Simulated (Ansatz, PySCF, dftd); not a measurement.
Species: C3H2N, charge 0, doublet. C3H2N (SMILES [CH]=CC#N, doublet).
B3LYP-D3(BJ)/def2-TZVP minimum from Ansatz (an electronic-structure program):
```xyz
6

C     -0.1219    -1.6907     0.0222
C      0.5422    -0.5603     0.0115
C     -0.0782     0.7252    -0.0104
H      0.1085    -2.7434     0.0381
H      1.6343    -0.5565     0.0193
N     -0.5422     1.7793    -0.0281
```
Charge 0, spin multiplicity 2.

Property: enthalpy of formation at 298 K (by atomisation, with ideal-gas terms from PySCF's Hessian at B3LYP-D3(BJ)/def2-TZVP and the atoms' measured values of the G2/97 table; no spin-orbit terms), in kJ/mol. Open shells are spin-unrestricted; no spin-orbit coupling. Cores are frozen in correlated methods. Rows without X2C or -DK are non-relativistic. CBS(X,Y): correlation extrapolated as X^-3, Hartree-Fock from the larger set. A bracket is a step between two methods taken in the basis named. Functionals run without relativity, which enters their misses. Double hybrids freeze cores in their MP2 part. '+ core + X2C': CCSD(T) terms for core correlation (cc-pwCVTZ) and scalar relativity (cc-pVTZ-DK). For partners of very few electrons the exact lower level stands in for a higher one. The UHF reference of C3H2N ([CH]=CC#N, doublet) is spin-contaminated (<S^2> up to 0.38 over the pure value in the sets run).

```csv
level,program,enthalpy of formation at 298 K (kJ/mol),difference against the last row
PBE-D4/def2-TZVPD,Ansatz + dftd4,301.4,-140.9
PBE0-D3(BJ)/def2-TZVPD,Ansatz + dftd3,403.0,-39.3
PBE0/def2-TZVPD,Ansatz,411.1,-31.2
B2PLYP-D3(BJ)/def2-TZVPD,Ansatz + dftd3,448.7,6.4
B2PLYP-D4/def2-TZVPD,Ansatz + dftd4,450.2,7.9
B2PLYP/def2-TZVPD,Ansatz,456.2,13.9
MP2/cc-pVQZ,Ansatz,458.4,16.1
CCSDT(Q)/cc-pVDZ,Ansatz,687.9,245.6
"CCSD(T)/CBS(cc-pVTZ,cc-pVQZ) + [CCSDT(Q) - CCSD(T)]/cc-pVDZ + core + X2C",Ansatz,442.3,0.0
```
